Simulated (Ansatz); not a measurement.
BH5S (SMILES [BH3-][SH2+]): methods side by side

BH5S has 7 atoms, charge 0, and is taken as a singlet. As SMILES, `[BH3-][SH2+]`. The shape is that of a PBE0-D4/def2-TZVP optimisation.

```xyz
7

B    -0.5256   -0.4615   -0.5043
S     0.5686    0.9776    0.2909
H    -1.6232    0.0364   -0.4315
H    -0.3444   -1.4476    0.1597
H    -0.0754   -0.4821   -1.6245
H     0.2860    0.9038    1.6049
H     1.7754    0.4055    0.4589
```

Each level gives the energy change with the B1–H4 bond stretched from 1.203 to 2.405 Å (eV). The values are calculated.

| level | kind | program | value (eV) | less FCI/STO-3G | CPU time (all runs) |
| --- | --- | --- | --- | --- | --- |
| HF/STO-3G (restricted) | Hartree–Fock | Ansatz | 7.31 | +2.36 | 0.58 s |
| PBE/STO-3G (restricted) | GGA | Ansatz | 5.36 | +0.41 | 2.5 s |
| CAM-B3LYP/STO-3G (restricted) | range-separated hybrid | Ansatz | 6.10 | +1.15 | 2.8 s |
| wB97M-V/STO-3G (restricted) | range-separated hybrid | Ansatz | 6.06 | +1.11 | 41 s |
| RPA@PBE/STO-3G (restricted) | RPA | Ansatz | 5.22 | +0.27 | 3.7 s |
| MP2/STO-3G (restricted) | perturbation theory | Ansatz | 6.00 | +1.05 | 0.25 s |
| BCCD(T)/STO-3G (restricted) | coupled cluster or CI | Ansatz | 4.95 | 0.00 | 0.37 s |
| CCSDT(Q)/STO-3G (restricted) | coupled cluster or CI | Ansatz | 4.95 | 0.00 | 0.69 s |
| FCI/STO-3G | exact in the basis | Ansatz | 4.95 | 0.00 | 24 s |

FCI/STO-3G is exact within its basis and frozen core, so for wave-function methods in that basis the difference is their error; functionals converge differently with the basis, so for them it is only a difference. A spin-restricted reference rises too steeply as a bond breaks; here HF/STO-3G, PBE/STO-3G, CAM-B3LYP/STO-3G, wB97M-V/STO-3G, MP2/STO-3G lie well above the multireference or unrestricted value. The first shape isn't each level's own minimum. The values span 4.95 to 7.31 eV. All rows use very small basis sets, so none should be taken for the real molecule's value. In so small a basis fixed costs decide the times, and correlated methods can beat functionals. CPU times are rough (shared hosts, several kinds of processor and program).
